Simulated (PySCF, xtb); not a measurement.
thiophene (C4H4S), SMILES c1cscc1.

Harmonic wavenumbers (cm⁻¹) from GFN2-xTB run with xtb at its own minimum, in rising order: 404, 531, 589, 740, 747, 750, 830, 836, 851, 865, 1068, 1082, 1084, 1200, 1346, 1445, 1546, 3126, 3135, 3165, 3166.

### Question
What does PBE-D3(BJ)/def2-SVP run with PySCF give at its own minimum? (An estimate is asked for; the answer gives what the named calculation found.)

### Answer
451, 565, 603, 655, 697, 741, 832, 843, 850, 891, 1035, 1049, 1053, 1216, 1353, 1440, 1518, 3144, 3157, 3189, 3191. Paired by order, the mean absolute difference is 24 cm⁻¹ and the zero-point energies are 40.8 and 40.7 kcal/mol.
